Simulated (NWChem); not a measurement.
# One shape, several levels: C4H9Cl (1-chlorobutane)

We compute a comparison of 4 runs (HF/STO-3G, HF/3-21G, B3LYP/6-31G*) of C4H9Cl (1-chlorobutane). 

Program for the calculation: NWChem 7.3.0.

### Step 1. The molecule

C4H9Cl: 14 atoms, total charge 0, spin state singlet. SMILES: `CCCCCl`. The shape is that of a PBE0-D4/def2-TZVP optimisation. This is one conformer, not always the lowest.

Bond lengths: C1–C2 1.518 Å, C2–C3 1.519 Å, C3–C4 1.510 Å, C4–Cl5 1.790 Å, C1–H6 1.094 Å, C1–H7 1.093 Å, C1–H8 1.092 Å, C2–H9 1.094 Å, C2–H10 1.096 Å, C3–H11 1.095 Å, C3–H12 1.098 Å, C4–H13 1.091 Å, C4–H14 1.089 Å. Some angles: C1–C2–C3 112.5°, C2–C3–C4 114.4°, C3–C4–Cl5 112.2°, C1–C2–H9 109.9°, C1–C2–H10 109.8°, C3–C2–H9 109.1°, C3–C2–H10 109.1°, C2–C1–H6 111.4°, C2–C1–H7 111.1°, C2–C1–H8 111.4°.

### Step 2. Energy and forces at HF/STO-3G (run 1)

File run.py:

```python
from ase import Atoms
from ase.calculators.nwchem import NWChem

atoms = Atoms(['C', 'C', 'C', 'C', 'Cl', 'H', 'H', 'H', 'H', 'H', 'H', 'H', 'H', 'H'], positions=[
    [-1.524400, 0.759500, 0.972100],
    [-0.619100, 0.408500, -0.195200],
    [0.553200, -0.463500, 0.220100],
    [1.473800, -0.851500, -0.912800],
    [2.323200, 0.561500, -1.610000],
    [-1.939800, -0.138700, 1.438100],
    [-0.976300, 1.307300, 1.743600],
    [-2.360800, 1.385100, 0.653500],
    [-0.238300, 1.323100, -0.658700],
    [-1.195700, -0.111200, -0.969500],
    [1.135500, 0.036600, 1.001100],
    [0.177600, -1.396000, 0.661200],
    [0.925600, -1.313600, -1.734800],
    [2.252500, -1.536300, -0.579900],
])

calc = NWChem(
    label='struct',
    theory='scf',
    memory='2200 mb',
    basis='STO-3G',
    basispar='spherical bse',
    scf={'nopen': '0', 'rhf': None, 'thresh': '1e-08', 'maxiter': '80'},
)
atoms.calc = calc

forces = atoms.get_forces()
print(f"energy = {atoms.get_potential_energy():.6f} eV")
print("forces (eV/A):")
for s, f in zip(atoms.symbols, forces):
    print(f"{s:2s} {f[0]:10.5f} {f[1]:10.5f} {f[2]:10.5f}")
print("dipole (e A):", atoms.get_dipole_moment().round(4))
```

Command:

```bash
$ export ASE_NWCHEM_COMMAND="nwchem PREFIX.nwi > PREFIX.nwo"
$ python run.py
```

Log:

```text
energy = -16584.372947 eV
forces (eV/A):
C    -0.74397    0.27084    1.12439
C    -0.32036    0.44871   -1.46964
C     0.03214   -0.58333    1.80008
C     0.36031   -0.85973   -0.81931
Cl    0.50142    0.83828   -0.39991
H     0.15154    0.23963   -0.19144
H    -0.12064   -0.16111   -0.25865
H     0.24266   -0.16434   -0.01430
H    -0.09400   -0.17761    0.17329
H     0.13560    0.13226    0.28730
H    -0.15766   -0.09986   -0.24266
H     0.09672    0.30123   -0.15247
H    -0.01548   -0.08366    0.08557
H    -0.06829   -0.10130    0.07770
dipole (e A): [-0.2782 -0.3622  0.2284]
```

The calculator wrote struct.nwi:

```
title "struct"

permanent_dir struct

scratch_dir struct

start struct

geometry units angstrom nocenter noautosym noautoz
  C  -1.5244000000000000e+00 7.5949999999999995e-01 9.7209999999999996e-01
  C  -6.1909999999999998e-01 4.0849999999999997e-01 -1.9520000000000001e-01
  C  5.5320000000000003e-01 -4.6350000000000002e-01 2.2009999999999999e-01
  C  1.4738000000000000e+00 -8.5150000000000003e-01 -9.1279999999999994e-01
  Cl 2.3231999999999999e+00 5.6150000000000000e-01 -1.6100000000000001e+00
  H  -1.9398000000000000e+00 -1.3869999999999999e-01 1.4380999999999999e+00
  H  -9.7629999999999995e-01 1.3072999999999999e+00 1.7436000000000000e+00
  H  -2.3607999999999998e+00 1.3851000000000000e+00 6.5349999999999997e-01
  H  -2.3830000000000001e-01 1.3230999999999999e+00 -6.5869999999999995e-01
  H  -1.1957000000000000e+00 -1.1119999999999999e-01 -9.6950000000000003e-01
  H  1.1355000000000000e+00 3.6600000000000001e-02 1.0011000000000001e+00
  H  1.7760000000000001e-01 -1.3959999999999999e+00 6.6120000000000001e-01
  H  9.2559999999999998e-01 -1.3136000000000001e+00 -1.7347999999999999e+00
  H  2.2524999999999999e+00 -1.5363000000000000e+00 -5.7989999999999997e-01
end

memory 2200 mb

basis spherical bse noprint
   * library STO-3G
end

scf
  nopen 0
  rhf
  thresh 1e-08
  maxiter 80
end

task scf gradient
```

struct.nwo:

```text
Northwest Computational Chemistry Package (NWChem) 7.3.0
             --------------------------------------------------------

           Job information
           ---------------

    nwchem branch   = 7.3.0
    use scalapack   = T
    input           = struct.nwi
    prefix          = struct.
    data base       = struct/struct.db
    status          = startup
    nproc           =        1

           Memory information
           ------------------

    heap     =     72089594 doubles =      550.0 Mbytes
    stack    =     72089599 doubles =      550.0 Mbytes
    global   =    144179200 doubles =     1100.0 Mbytes (distinct from heap & stack)
    total    =    288358393 doubles =     2200.0 Mbytes
    verify   = yes
    hardfail = no

[... 146 lines left out ...]
 Convergence threshold     :          1.000E-08
[... 12 lines left out ...]
       Final RHF  results
[... 3 lines left out ...]
      One-electron energy =  -1286.280524898822
[... 1 line left out ...]
 Nuclear repulsion energy =    225.422281499323
[... 43 lines left out ...]
                       ROHF Final Molecular Orbital Analysis
[... 236 lines left out ...]
                         RHF ENERGY GRADIENTS

    atom               coordinates                        gradient
                 x          y          z           x          y          z
   1 C      -2.880698   1.435247   1.837003    0.014468  -0.005267  -0.021866
   2 C      -1.169929   0.771953  -0.368875    0.006230  -0.008726   0.028580
   3 C       1.045396  -0.875888   0.415929   -0.000625   0.011344  -0.035006
[... 10 lines of this table left out ...]
  14 H       4.256608  -2.903186  -1.095852    0.001328   0.001970  -0.001511

                 ----------------------------------------
                 |  Time  |  1-e(secs)   |  2-e(secs)   |
                 ----------------------------------------
                 |  CPU   |       0.00   |       0.27   |
                 ----------------------------------------
                 |  WALL  |       0.00   |       0.27   |
                 ----------------------------------------

 Task  times  cpu:        3.2s     wall:        3.2s
 Total times  cpu:        3.2s     wall:        3.2s
```

Run time: 4.2 s. Hardware: 1 thread of Intel Xeon 6975P-C (Granite Rapids), shared host; peak memory 0.1 GiB.

### Step 3. Energy and forces at HF/3-21G (run 2)

File c4h9cl.nw:

```
start c4h9cl
title "C4H9Cl gradient"
memory total 2200 mb
geometry units angstroms noautosym nocenter noautoz
  C     -1.524400     0.759500     0.972100
  C     -0.619100     0.408500    -0.195200
  C      0.553200    -0.463500     0.220100
  C      1.473800    -0.851500    -0.912800
  Cl     2.323200     0.561500    -1.610000
  H     -1.939800    -0.138700     1.438100
  H     -0.976300     1.307300     1.743600
  H     -2.360800     1.385100     0.653500
  H     -0.238300     1.323100    -0.658700
  H     -1.195700    -0.111200    -0.969500
  H      1.135500     0.036600     1.001100
  H      0.177600    -1.396000     0.661200
  H      0.925600    -1.313600    -1.734800
  H      2.252500    -1.536300    -0.579900
end
basis spherical bse
  * library 3-21G
end
scf
  thresh 1e-08
  maxiter 80
end
task scf gradient
```

Command:

```bash
$ nwchem c4h9cl.nw > c4h9cl.out
```

Log:

```text
[...]
  functions       =    67
[...]
  wavefunction    = RHF
[...]
         Total SCF energy =   -613.147273815703
      One-electron energy =  -1289.448374088119
      Two-electron energy =    450.878818773092
 Nuclear repulsion energy =    225.422281499324
        Time for solution =      3.0s
[...]
                         RHF ENERGY GRADIENTS
    atom               coordinates                        gradient
                 x          y          z           x          y          z
   1 C      -2.880698   1.435247   1.837003    0.009839  -0.003365  -0.014678
   2 C      -1.169929   0.771953  -0.368875    0.001648  -0.006423   0.021645
   3 C       1.045396  -0.875888   0.415929   -0.004625   0.007191  -0.020182
   4 C       2.785078  -1.609102  -1.724942    0.013282   0.044393  -0.003275
   5 Cl      4.390211   1.061081  -3.042459   -0.019792  -0.033035   0.015667
   6 H      -3.665690  -0.262105   2.717615   -0.002285  -0.004235   0.002978
   7 H      -1.844939   2.470439   3.294926    0.002296   0.002639   0.004329
   8 H      -4.461265   2.617459   1.234936   -0.004421   0.003178  -0.000899
   9 H      -0.450322   2.500296  -1.244763    0.002464   0.005230  -0.003692
  10 H      -2.259545  -0.210138  -1.832089   -0.002763  -0.002459  -0.005118
  11 H       2.145784   0.069164   1.891805    0.003669   0.002248   0.005304
[...]
```

It took 4.2 s on 1 thread of Intel Xeon 6975P-C (Granite Rapids), shared host; peak memory 0.1 GiB.

Run 3 isn't shown in full; the table further down has it.

### Step 4. Energy and forces at B3LYP/6-31G(d) (Cartesian functions) (run 4)

File c4h9cl.nw:

```
start c4h9cl
title "C4H9Cl B3LYP"
memory stack 880 mb heap 220 mb global 1100 mb

geometry units angstrom noautosym nocenter noautoz
  C       -1.524400       0.759500       0.972100
  C       -0.619100       0.408500      -0.195200
  C        0.553200      -0.463500       0.220100
  C        1.473800      -0.851500      -0.912800
  Cl       2.323200       0.561500      -1.610000
  H       -1.939800      -0.138700       1.438100
  H       -0.976300       1.307300       1.743600
  H       -2.360800       1.385100       0.653500
  H       -0.238300       1.323100      -0.658700
  H       -1.195700      -0.111200      -0.969500
  H        1.135500       0.036600       1.001100
  H        0.177600      -1.396000       0.661200
  H        0.925600      -1.313600      -1.734800
  H        2.252500      -1.536300      -0.579900
end

basis cartesian
  * library 6-31G*
end

dft
  xc b3lyp
  grid fine
  convergence energy 1e-08
  maxiter 100
  mulliken
end

task dft gradient
```

Command:

```bash
$ nwchem c4h9cl.nw > c4h9cl.out
```

Log:

```text
[...]
          Wavefunction type:  closed shell.
          No. of atoms     :    14
          No. of electrons :    50
[...]
          Charge           :     0
          Spin multiplicity:     1
[...]
          AO basis - number of functions:    97
[...]
              XC Information
              --------------
                         B3LYP Method XC Potential
                     Hartree-Fock (Exact) Exchange  0.200
                        Slater Exchange Functional  0.800 local
                    Becke 1988 Exchange Functional  0.720 non-local
              Lee-Yang-Parr Correlation Functional  0.810
                  VWN I RPA Correlation Functional  0.190 local
[...]
 d= 0,ls=0.0,diis     1   -617.9898199955 -8.43D+02  9.38D-03  6.93D-01     2.8
[...]
 d= 0,ls=0.0,diis     8   -618.0527119359 -2.47D-09  1.61D-06  3.89D-08    18.9
         Total DFT energy =     -618.052711935911
      One electron energy =    -1293.920135668755
           Coulomb energy =      503.810013000476
    Exchange-Corr. energy =      -53.364870766956
 Nuclear repulsion energy =      225.422281499324
[...]
  wavefunction    = closed shell
                         DFT ENERGY GRADIENTS
    atom               coordinates                        gradient
                 x          y          z           x          y          z
   1 C      -2.880698   1.435247   1.837003    0.002944  -0.001218  -0.003133
   2 C      -1.169929   0.771953  -0.368875    0.001283  -0.001886   0.004028
   3 C       1.045396  -0.875888   0.415929   -0.000336   0.001967  -0.004844
   4 C       2.785078  -1.609102  -1.724942    0.000608   0.008259   0.000369
   5 Cl      4.390211   1.061081  -3.042459   -0.007327  -0.010131   0.005906
   6 H      -3.665690  -0.262105   2.717615    0.001102   0.001723  -0.001182
   7 H      -1.844939   2.470439   3.294926   -0.000892  -0.001233  -0.001857
   8 H      -4.461265   2.617459   1.234936    0.001985  -0.001396   0.000517
   9 H      -0.450322   2.500296  -1.244763   -0.000129  -0.001738   0.000772
  10 H      -2.259545  -0.210138  -1.832089    0.001351   0.000842   0.001626
  11 H       2.145784   0.069164   1.891805   -0.001022  -0.000621  -0.001615
[...]
```

It took 23 s on 1 thread of Intel Xeon 6975P-C (Granite Rapids), shared host; peak memory 0.14 GiB.

### Step 5. Overview of the runs

| run | level | iteration cap | module | energy (Eh) | dipole moment (D) | HOMO energy (eV) | LUMO energy (eV) | wall time |
| --- | --- | --- | --- | --- | --- | --- | --- | --- |
| 1 | HF/STO-3G | 80 | scf | -609.464469 | 2.45 | -10.08 | 10.20 | 4.2 s |
| 2 | HF/3-21G | 80 | scf | -613.147274 | 2.62 | -11.58 | 5.76 | 4.2 s |
| 3 | B3LYP/6-31G* (spherical functions) | 100 | dft | -618.046573 | 2.10 | – | – | 23 s |
| 4 | B3LYP/6-31G* (Cartesian functions) | 100 | dft | -618.052712 | 2.10 | -7.84 | 1.09 | 23 s |

### Step 6. Summary of results

| quantity | value |
| --- | --- |
| run 4: total energy | -618.05271 Eh |
| run 4: dipole moment | 2.10 D |
| run 4: HOMO energy | -7.84 eV |
| run 4: LUMO energy | 1.09 eV |
| run 4: HOMO–LUMO gap | 8.94 eV |
| run 4: largest force on an atom | 0.711 eV/Å |

**Reading.** The dipole moment (its size) runs from 2.10 D (B3LYP/6-31G*) to 2.62 D (HF/3-21G). The two ends differ in method and basis. Over runs 1, 2, 4 the HOMO–LUMO gap runs from 8.94 eV (B3LYP/6-31G*) to 20.28 eV (HF/STO-3G). In run 1 the basis is minimal, so the values are rough. All runs together took 55 s, the longest 23 s.
